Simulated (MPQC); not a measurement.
**SiNH2F (SMILES N[Si]F) at 6 levels**

Aim: a comparison of 6 runs (HF/STO-3G, HF/3-21G, HF/def2-SVP, BP86/STO-3G, B3LYP/6-31G*, PBE0/def2-SVP) of SiNH2F. 

The calculation is run with MPQC 2.3.1.

## (1) Starting point

The species is SiNH2F (5 atoms), meant as a singlet with charge 0. SMILES: `N[Si]F`. The shape is that of a PBE0-D4/def2-TZVP optimisation. This is one conformer, not always the lowest.

Bond lengths: N1–Si2 1.702 Å, Si2–F3 1.622 Å, N1–H4 1.010 Å, N1–H5 1.008 Å. Angles: N1–Si2–F3 98.5°, Si2–N1–H4 125.0°, Si2–N1–H5 122.2°, H4–N1–H5 112.8°.

## (2) Energy and gradient at HF/STO-3G (run 1)

Contents of job.in:

```
molecule<Molecule>: (
   symmetry = c1
   unit = bohr
   { atoms geometry } = {
      N  [ -0.79614162 0.45372324 -0.62568832 ]
      Si [ 0.25719173 -2.14219353 0.95450067 ]
      F  [ 2.95817728 -1.03708170 1.89256071 ]
      H  [ 0.16138261 2.09684011 -0.79538573 ]
      H  [ -2.48631266 0.48962804 -1.50422200 ]
   }
)
basis<GaussianBasisSet>: (
   name = "STO-3G"
   molecule = $:molecule
   basisdir = "."
   puream = yes
)
mpqc: (
   checkpoint = no
   savestate = no
   restart = no
   do_energy = yes
   do_gradient = yes
   optimize = no
   mole<CLHF>: (
      molecule = $:molecule
      basis = $:basis
      total_charge = 0
      memory = 1000000000
      print_evals = yes
      print_npa = yes
      maxiter = 120
      value_accuracy = 1e-08
      guess_wavefunction<CLHF>: (
         molecule = $:molecule
         total_charge = 0
         memory = 1000000000
         value_accuracy = 1e-3
         basis<GaussianBasisSet>: (
            name = "3-21G"
            molecule = $:molecule
         )
      )
   )
)
```

The basis set STO-3G is read from a file made from the Basis Set Exchange's data (not shown).

On the command line:

```console
$ mpqc -o job.out job.in
```

Standard output:

```text
MPQC: Massively Parallel Quantum Chemistry
[...]
  LUMO is    17   A =   0.281565
  total scf energy = -438.5508229095
[...]
Value of the MolecularEnergy: -438.5508229095
  Gradient of the MolecularEnergy:
      1   -0.0176934782
      2    0.0150632884
      3   -0.0150917887
      4    0.0011007247
      5    0.0039435812
      6   -0.0010229214
      7    0.0102509026
      8   -0.0050421184
      9    0.0072688881
     10    0.0005223900
     11   -0.0097817897
     12    0.0041889809
[...]
      symmetry = c1
[...]
```

It took 0.24 s on 1 thread of Arm Neoverse V1, shared host.

## (3) Energy and gradient at HF/3-21G (run 2)

Contents of input.in:

```
% emacs should use -*- KeyVal -*- mode
molecule<Molecule>: (
    symmetry = c1
    unit = bohr
    { atoms geometry } = {
        N  [ -0.79614162 0.45372324 -0.62568832 ]
        Si [ 0.25719173 -2.14219353 0.95450067 ]
        F  [ 2.95817728 -1.03708170 1.89256071 ]
        H  [ 0.16138261 2.09684011 -0.79538573 ]
        H  [ -2.48631266 0.48962804 -1.50422200 ]
    }
)
basis<GaussianBasisSet>: (
    name = "3-21G"
    molecule = $:molecule
    basisdir = "."
    puream = yes
)
mpqc: (
    checkpoint = no
    savestate = no
    restart = no
    do_energy = yes
    do_gradient = yes
    optimize = no
    mole<CLHF>: (
        molecule = $:molecule
        basis = $:basis
        total_charge = 0
        memory = 1000000000
        print_evals = yes
        print_npa = yes
        maxiter = 120
        value_accuracy = 1e-08
        guess_wavefunction<CLHF>: (
            molecule = $:molecule
            total_charge = 0
            memory = 1000000000
            value_accuracy = 1e-3
            basis<GaussianBasisSet>: (
                name = "STO-3G"
                molecule = $:molecule
            )
        )
    )
)
```

The basis set 3-21G is read from a file made from the Basis Set Exchange's data (not shown).

On the command line:

```console
$ mpqc input.in > input.out
```

Standard output:

```text
MPQC: Massively Parallel Quantum Chemistry
[...]
  LUMO is    17   A =   0.087298
  total scf energy = -441.6883826120
[...]
Value of the MolecularEnergy: -441.6883826120
  Gradient of the MolecularEnergy:
      1    0.0047799701
      2   -0.0161636899
      3    0.0089279915
      4    0.0106283519
      5    0.0187949332
      6   -0.0021076740
      7   -0.0132796619
      8   -0.0070973396
      9   -0.0039414491
     10    0.0028530552
     11    0.0041972035
     12   -0.0002275495
[...]
      symmetry = c1
[...]
```

Run time: 0.66 s. Hardware: 1 thread of Arm Neoverse V1, shared host.

Run 3 isn't shown in full; the table further down has it.

## (4) Energy and forces at BP86/STO-3G (run 4)

Contents of input.in:

```
% emacs should use -*- KeyVal -*- mode
molecule<Molecule>: (
  symmetry = c1
  unit = bohr
  { atoms geometry } = {
    N  [ -0.79614162     0.45372324    -0.62568832 ]
    Si [ 0.25719173    -2.14219353     0.95450067 ]
    F  [ 2.95817728    -1.03708170     1.89256071 ]
    H  [ 0.16138261     2.09684011    -0.79538573 ]
    H  [ -2.48631266     0.48962804    -1.50422200 ]
  }
)
basis<GaussianBasisSet>: (
  name = "STO-3G"
  molecule = $:molecule
  basisdir = "."
  puream = yes
)
mpqc: (
  checkpoint = no
  savestate = no
  restart = no
  do_energy = yes
  do_gradient = yes
  optimize = no
  mole<CLKS>: (
    molecule = $:molecule
    basis = $:basis
    total_charge = 0
    memory = 1000000000
    print_evals = yes
    print_npa = yes
    maxiter = 120
    value_accuracy = 1e-08
    functional<StdDenFunctional>: ( name = "BP86" )
    integrator<RadialAngularIntegrator>: ( grid = xfine )
    guess_wavefunction<CLHF>: (
      molecule = $:molecule
      total_charge = 0
      memory = 1000000000
      value_accuracy = 1e-3
      basis<GaussianBasisSet>: (
        name = "STO-2G"
        molecule = $:molecule
      )
    )
  )
)
```

The basis set STO-3G is read from a file made from the Basis Set Exchange's data (not shown).

On the command line:

```console
$ mpqc -o input.out input.in
```

Standard output:

```text
MPQC: Massively Parallel Quantum Chemistry
[...]
  Integrated electron density error = -0.001304469176
  iter     1 energy = -439.7364362465 delta = 5.07718e-01
  Integrated electron density error = -0.000261219179
  iter     2 energy = -439.7514668969 delta = 3.90554e-02
[...]
  Integrated electron density error = -0.000002499708
  iter    42 energy = -439.7550231966 delta = 1.25415e-08
  Integrated electron density error = -0.000002499708
  iter    43 energy = -439.7550231966 delta = 1.28058e-08
  Integrated electron density error = -0.000002499709
  iter    44 energy = -439.7550231966 delta = 1.27379e-08
[...]
  LUMO is    17   A =   0.107071
  total scf energy = -439.7550231966
[...]
  Integrated electron density error = -0.000002500136
  Total Gradient:
[...]
Value of the MolecularEnergy: -439.7550231966
  Gradient of the MolecularEnergy:
      1   -0.0157860882
      2    0.0149238256
      3   -0.0140659266
      4    0.0231800395
      5    0.0433884272
      6   -0.0055252631
      7   -0.0249202607
      8   -0.0170339576
      9   -0.0059320155
     10   -0.0144746120
     11   -0.0367198993
     12    0.0073297439
[...]
        symmetry = c1
[...]
```

Run time: 18 s. Hardware: 1 thread of Arm Neoverse V1, shared host.

Run 5 isn't shown in full; the table further down has it.

## (5) Energy and gradient at PBE0/def2-SVP (run 6)

Contents of mol.in:

```
% emacs should use -*- KeyVal -*- mode
molecule<Molecule>: (
   symmetry = c1
   unit = angstrom
   { atoms geometry } = {
      N  [ -0.421300     0.240100    -0.331100 ]
      Si [ 0.136100    -1.133600     0.505100 ]
      F  [ 1.565400    -0.548800     1.001500 ]
      H  [ 0.085400     1.109600    -0.420900 ]
      H  [ -1.315700     0.259100    -0.796000 ]
   }
)
basis<GaussianBasisSet>: (
   name = "def2-SVP"
   molecule = $:molecule
   basisdir = "."
   puream = yes
)
mpqc: (
   checkpoint = no
   savestate = no
   restart = no
   do_energy = yes
   do_gradient = yes
   optimize = no
   mole<CLKS>: (
      molecule = $:molecule
      basis = $:basis
      total_charge = 0
      memory = 1000000000
      print_evals = yes
      print_npa = yes
      maxiter = 120
      value_accuracy = 1e-08
      functional<SumDenFunctional>: (
         a0 = 0.25
         coefs = [ 0.75 1 ]
         funcs: [ <PBEXFunctional>: () <PBECFunctional>: () ]
      )
      integrator<RadialAngularIntegrator>: ( grid = xfine )
      guess_wavefunction<CLHF>: (
         molecule = $:molecule
         total_charge = 0
         memory = 1000000000
         value_accuracy = 1e-3
         basis<GaussianBasisSet>: (
            name = "STO-3G"
            molecule = $:molecule
         )
      )
   )
)
```

The basis set def2-SVP is read from a file made from the Basis Set Exchange's data (not shown).

On the command line:

```console
$ mpqc -o mol.out mol.in
```

Standard output:

```text
MPQC: Massively Parallel Quantum Chemistry
[...]
  Integrated electron density error = -0.001499333755
  iter     1 energy = -444.3944797440 delta = 1.73834e-01
  Integrated electron density error = 0.000339324108
  iter     2 energy = -444.5675558760 delta = 5.10876e-02
[...]
  Integrated electron density error = -0.000002198315
  iter    11 energy = -444.8523196735 delta = 5.79553e-07
  Integrated electron density error = -0.000002198312
  iter    12 energy = -444.8523196735 delta = 1.21496e-07
  Integrated electron density error = -0.000002198311
  iter    13 energy = -444.8523196735 delta = 4.03114e-08
[...]
  LUMO is    17   A =  -0.031791
  total scf energy = -444.8523196735
[...]
  Integrated electron density error = -0.000002200954
  Total Gradient:
[...]
Value of the MolecularEnergy: -444.8523196735
  Gradient of the MolecularEnergy:
      1   -0.0000962312
      2    0.0000656349
      3   -0.0000793837
      4    0.0110230705
      5    0.0115641899
      6    0.0010056420
      7   -0.0132348646
      8   -0.0056451650
      9   -0.0045081703
     10   -0.0030272287
     11   -0.0055603611
     12    0.0006808261
[...]
        symmetry = c1
[...]
```

It took 22 s on 1 thread of Arm Neoverse V1, shared host; peak memory 0.16 GiB.

## (6) The series

```tsv
run	level	starting guess	integration grid	energy (Eh)	HOMO energy (eV)	LUMO energy (eV)	HOMO–LUMO gap (eV)	wall time
1	HF/STO-3G	3-21G	–	-438.550823	-6.45	7.66	14.11	0.24 s
2	HF/3-21G	STO-3G	–	-441.688383	-9.61	2.38	11.99	0.66 s
3	HF/def2-SVP	STO-3G	–	-443.829599	-9.68	2.35	12.03	3.3 s
4	BP86/STO-3G	STO-2G	xfine	-439.755023	-1.60	2.91	4.52	18 s
5	B3LYP/6-31G* (spherical functions)	huckel STO-3G	xfine	-445.340640	-6.74	-0.97	5.76	19 s
6	PBE0/def2-SVP	STO-3G	xfine	-444.852320	-7.00	-0.87	6.13	22 s
```

## (7) What came out

```
                       quantity          value
            run 6: total energy  -444.85232 Eh
             run 6: HOMO energy       -7.00 eV
             run 6: LUMO energy       -0.87 eV
           run 6: HOMO–LUMO gap        6.13 eV
run 6: largest force on an atom     0.823 eV/Å
```

**Reading.** The HOMO–LUMO gap runs from 4.52 eV (BP86/STO-3G) to 14.11 eV (HF/STO-3G). Exact exchange widens orbital gaps. Totals of different functionals can't be ranked against each other. In runs 1, 4 the basis is minimal, so the values are rough. All runs together took 63 s, the longest 22 s.
